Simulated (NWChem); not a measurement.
System: C$_{2}$H$_{3}$O, doublet; SMILES O=[C]C

Here is an NWChem input.

```
start job
memory heap 200 mb stack 900 mb global 1100 mb
geometry units angstroms noautoz
  C      0.102473     1.165886     0.000000
  C     -0.429450    -0.242817     0.000000
  O      0.173369    -1.272904     0.000000
  H     -0.296256     1.696967     0.887856
  H     -0.296256     1.696967    -0.887856
  H      1.214083     1.192052     0.000000
end
basis spherical
  C library def2-svp
  O library def2-svp
  H library def2-svp
end
dft
  odft
  mult 2
  xc hfexch
  iterations 150
  mulliken
end
task dft energy
```

In the optimisation the excess spin sits in a' (Cs, its own frame). All runs use the structure optimised with PBE-D3(BJ)/def2-SVP, spin-unrestricted. No stability test was run on the SCF state.

**Question.** Give the results of this calculation. (UHF/def2-SVP.) Quantities: energy (Ha); highest occupied level (eV); lowest empty minus highest occupied level, either spin (eV); dipole (D); <S²>.

**Answer.** 
```yaml
energy (Ha): -152.18
highest occupied level (eV): -10.00
lowest empty minus highest occupied level, either spin (eV): 13.02
dipole (D): 3.00
"<S²>": 0.764
```
